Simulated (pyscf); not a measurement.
Thermochemistry of product channels of NH₂⁻ + HC≡CH on the singlet surface, in kcal/mol, from ωB97M-D3(BJ)/def2-TZVPD energies (ideal gas, 1 atm, RRHO with modes under 100 cm⁻¹ raised to 100, one conformer, R ln 2 for rigid chiral ones). Structures and frequencies: ωB97X-D3(BJ)/def2-SVPD in PySCF.

```
products          ΔE  ΔH(298 K)  ΔG(298 K)  ΔG(600 K)
-------------  -----  ---------  ---------  ---------
H₂C=CH–NH⁻     -68.0      -64.7      -55.3      -45.5
H₂C=C⁻–NH₂     -41.6      -38.5      -29.6      -20.3
HC⁻=CH–NH₂     -37.9      -34.3      -25.4      -16.0
NH₃ + C⁻≡CH    -31.8      -30.1      -30.7      -31.2
HC≡C–NH⁻ + H₂  -28.0      -31.3      -30.9      -30.7
```

The channel to HC⁻=CH–NH₂ turns unfavourable between 298 and 1200 K (ΔG from -25.4 kcal/mol to +2.8 kcal/mol).

These are energies of the channels, which say nothing of barriers.
